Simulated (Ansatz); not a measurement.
A nudged elastic band was laid between two geometries of CH$_{2}$F$_{3}$N (7 atoms, charge 0, multiplicity 1).

All numbers below come from RKS B3LYP-D4/def2-mTZVP (Ansatz).

```
movable images  : 5
climbing image  : yes
spring          : 5.0 eV/Å²
optimiser       : quadratic models (default)
start path      : through a guess of the saddle point
force threshold : 0.05 eV/Å
iteration limit : 60
end points      : relaxed
```

First end point:

```xyz
7
Properties=species:S:1:pos:R:3
N 0.180 0.536 0.713
C 0.052 -0.412 -0.306
F -0.871 -0.103 -1.275
F -0.333 -1.599 0.204
F 1.224 -0.570 -0.950
H -0.691 0.653 1.220
H 0.500 1.427 0.349
```

Last end point:

```xyz
7
Properties=species:S:1:pos:R:3
N -0.243 0.646 0.586
C -0.049 -0.386 -0.336
F -0.663 -0.098 -1.500
F -0.541 -1.543 0.146
F 1.263 -0.639 -0.656
H 0.179 0.425 1.481
H 0.115 1.528 0.234
```

(1) Which bonds break or form, and what moves?

(2) What energy profile does the band end with?

(3) What is the geometry of the highest image?

(4) What are the harmonic wavenumbers there?

Results:

(1) No bond is made or broken. The height of N1 over the plane of its neighbours goes from -0.34 to 0.34 Å. The two ends are copies of one structure, up to a mirror image or an exchange of like atoms.

(2) It converged. The highest image is number 2 of 0 to 6, 3.0 kcal/mol above the ends, which have the same energy within 2 meV. A vibrational analysis at the climbing image gives one clearly imaginary mode, 536i cm⁻¹: a first-order saddle point.

```
image  path coordinate (Å)  energy (kcal/mol)  height of N1 over the plane of its neighbours (Å)
    0                 0.00                0.0                                              -0.34
    1                 0.31                0.7                                              -0.26
    2                 0.63                3.0                                               0.02
    3                 0.86                1.7                                               0.24
    4                 1.10                0.8                                               0.33
    5                 1.33                0.2                                               0.34
    6                 1.57                0.0                                               0.34
```

(3) 
```xyz
7
Properties=species:S:1:pos:R:3
N -0.004 0.636 0.566
C 0.005 -0.387 -0.352
F -0.783 -0.167 -1.447
F -0.439 -1.525 0.224
F 1.244 -0.621 -0.866
H -0.429 0.495 1.465
H 0.468 1.500 0.363
```

(4) 536i, 60, 413, 445, 558, 593, 623, 878, 974, 1094, 1304, 1343, 1637, 3625, 3753 cm⁻¹.

Time of the run: 61 s on 2 threads of Arm Neoverse V2, on a shared host, peak memory 0.18 GiB.
